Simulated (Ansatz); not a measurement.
**BeBH (triplet): from Hartree-Fock to the top rungs, cc-pVDZ**

The task here is to estimate one member of a computed series from the others.

Computed with Ansatz 0.2.0, Gaussian basis. Level: cc-pVDZ, core rule «outside noble gas», up to 2 orbitals frozen.

Plan: UHF; CCSD(T) on ROHF; CCSD(T) on UHF; BCCD(T) on ROHF; CISD as a restricted active space (open shells left free, so some higher excitations enter); CCSDT(Q) on ROHF; CCSDT(Q) on UHF; Full CI.

23 further runs of the same task are left out: 11 for a known fault of the program, 5 that didn't finish, 7 set aside as unsound or not needed. Runs told in other sessions of the task aren't counted.

### The system

The geometry is a PBE0/def2-TZVP stationary point (not a proven minimum).

3 atoms, charge 0, spin multiplicity 3.

Atoms are counted from 1 here; the program's logs count them from 0.

Bond lengths: B1–Be2 1.813 Å, B1–H3 1.189 Å. Angles: Be2–B1–H3 180.0°.

The first run:

in.yaml

```yaml
crystal:
  periodic: [false, false, false]
  atoms:
    - {symbol: B, position_ang: [0.000000, 0.000000, 0.207806]}
    - {symbol: Be, position_ang: [0.000000, 0.000000, -1.605007]}
    - {symbol: H, position_ang: [0.000000, 0.000000, 1.397201]}
basis:
  gaussian: {orbitals: cc-pVDZ}
magnetization: {spin_polarized: true, initial_magnetization: 2}
hamiltonian: {xc: hf}
output: {orbitals: {seedname: orbitals}}
```

The run is started by

```bash
> ansatz run in.yaml --threads 1 --pin off --events-out ev --progress --plain --max-ram 2393MiB
```

Steps of the session up to this table: UHF; CCSD(T) on ROHF; CCSD(T) on UHF; BCCD(T) on ROHF; CISD as a restricted active space (open shells left free, so some higher excitations enter); CCSDT(Q) on ROHF; CCSDT(Q) on UHF; Full CI.

One of the session's tables, all rows but one given; the rest of the session is left out.

It belongs to the step «Misses and costs». 

```
   method  from FCI (meV)
     ROHF         +2862.4
      UHF               ?
     RMP2          +749.0
     UMP2          +751.8
     CISD          +173.3
    RCCSD           +93.7
    UCCSD           +91.7
 RCCSD(T)           +25.9
 UCCSD(T)           +25.8
  BCCD(T)           +25.7
   RCCSDT            +3.3
   UCCSDT            +2.9
RCCSDT(Q)            +0.8
UCCSDT(Q)            +0.5
      FCI               0
```

Q: Estimate the row for UHF from the others.

As computed: from FCI (meV): +2788.0. In the column «from FCI (meV)» it lies between UMP2 (+751.8) and ROHF (+2862.4).

With the free atoms at the same levels and basis (separate runs), the atomisation energy is 4.444 eV at FCI, 4.428 eV at RCCSD(T), 4.428 eV at UCCSD(T), 4.512 eV at ROHF.

To keep in mind: Levels on UHF freeze UHF's core orbitals, full CI those of ROHF, so the U rows can settle a little off it for that reason alone. Restricted and unrestricted rows rest on different reference determinants; a gap between their highest levels can come from leftover correlation error, from unlike frozen cores or from another state.
